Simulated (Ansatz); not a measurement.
# C3H7NS: the cost of one run

Program: Ansatz 0.2.0. Level of theory: RKS B3LYP/def2-SVP. These are calculated values, not measurements.

### Step 1. Starting point

Bond lengths: N1–C2 1.408 Å, C2–C3 1.479 Å, C2–C4 1.569 Å, C3–C4 1.489 Å, C4–S5 1.759 Å, N1–H6 1.090 Å, N1–H7 1.017 Å, C2–H8 1.075 Å, C3–H9 1.112 Å, C3–H10 1.129 Å, C4–H11 1.025 Å, S5–H12 1.363 Å. Angles (14 of 22 angles, heavy atoms first): N1–C2–C3 118.7°, N1–C2–C4 124.9°, C3–C2–C4 58.4°, C2–C3–C4 63.8°, C2–C4–C3 57.8°, C2–C4–S5 117.9°, C3–C4–S5 119.1°, N1–C2–H8 114.9°, C3–C2–H8 114.9°, C4–C2–H8 113.3°, C2–N1–H6 110.6°, C2–N1–H7 112.0°, C2–C3–H9 121.5°, C2–C3–H10 117.7°.

Structure file:

```xyz
12

N    -1.6697   -0.4295    0.4875
C    -0.3173   -0.7892    0.3358
C     0.7217    0.1155    0.8732
C     0.7057   -0.0612   -0.6050
S     0.1053    1.2458   -1.6175
H    -1.8171    0.6213    0.2380
H    -2.2617   -0.8666   -0.2144
H    -0.1113   -1.8376    0.4586
H     0.4569    1.0711    1.3765
H     1.5961   -0.3521    1.4128
H     1.3778   -0.6897   -1.0555
H     1.2904    1.9171   -1.6559
```

### Step 2. Relaxing end A

The input, input.yaml:

```yaml
crystal:
  periodic: [false, false, false]
  atoms:
    - { symbol: "N", position_ang: [-1.6697, -0.4295, 0.4875] }
    - { symbol: C, position_ang: [-0.3173, -0.7892, 0.3358] }
    - { symbol: C, position_ang: [0.7217, 0.1155, 0.8732] }
    - { symbol: C, position_ang: [0.7057, -0.0612, -0.605] }
    - { symbol: S, position_ang: [0.1053, 1.2458, -1.6175] }
    - { symbol: H, position_ang: [-1.8171, 0.6213, 0.238] }
    - { symbol: H, position_ang: [-2.2617, -0.8666, -0.2144] }
    - { symbol: H, position_ang: [-0.1113, -1.8376, 0.4586] }
    - { symbol: H, position_ang: [0.4569, 1.0711, 1.3765] }
    - { symbol: H, position_ang: [1.5961, -0.3521, 1.4128] }
    - { symbol: H, position_ang: [1.3778, -0.6897, -1.0555] }
    - { symbol: H, position_ang: [1.2904, 1.9171, -1.6559] }
basis:
  gaussian: { orbitals: def2-SVP }
hamiltonian:
  xc: b3lyp
relax:
  f_tol: 0.015
  max_steps: 40
```

Launch:

```console
ansatz run input.yaml --threads 2 --pin off --max-ram 3072MiB --backend cpu --events-out ev --progress --plain --runs-dir out
```

What time and memory should one allow on 2 threads of Arm Neoverse V2, shared host?

About 21 s, with a peak of 0.25 GiB.
